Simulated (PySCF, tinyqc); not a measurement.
Worked calculation: LCCD on RHF in the sto-6g basis, frozen core, for HF, spin multiplicity 1. The lowest restricted solution is unstable here: a spin-polarised one lies 0.0015 hartree lower (PySCF). One step of it, computed by the program tinyqc.

Task: Orthogonalisation. S = U s U^T; symmetric (Loewdin) form X = U s^(-1/2) U^T, so that X^T S X = 1.

overlap S, order 1F 1s, 1F 2s, 1F 2px, 1F 2py, 1F 2pz, 2H 1s:
```
[[1.000000, 0.232479, 0.000000, 0.000000, 0.000000, 0.024146],
 [0.232479, 1.000000, 0.000000, 0.000000, 0.000000, 0.269188],
 [0.000000, 0.000000, 1.000000, 0.000000, 0.000000, 0.000000],
 [0.000000, 0.000000, 0.000000, 1.000000, 0.000000, 0.000000],
 [0.000000, 0.000000, 0.000000, 0.000000, 1.000000, 0.232925],
 [0.024146, 0.269188, 0.000000, 0.000000, 0.232925, 1.000000]]
```

Give: eigenvalues of S; X.

Result:

eigenvalues of S: [0.6067, 0.8550, 1.0000, 1.0000, 1.1241, 1.4142]

X, order 1F 1s, 1F 2s, 1F 2px, 1F 2py, 1F 2pz, 2H 1s:
```
[[1.0215, -0.1238, 0.0000, 0.0000, -0.0029, 0.0134],
 [-0.1238, 1.0525, 0.0000, 0.0000, 0.0266, -0.1494],
 [0.0000, 0.0000, 1.0000, 0.0000, 0.0000, 0.0000],
 [0.0000, 0.0000, 0.0000, 1.0000, 0.0000, 0.0000],
 [-0.0029, 0.0266, 0.0000, 0.0000, 1.0225, -0.1268],
 [0.0134, -0.1494, 0.0000, 0.0000, -0.1268, 1.0529]]
```
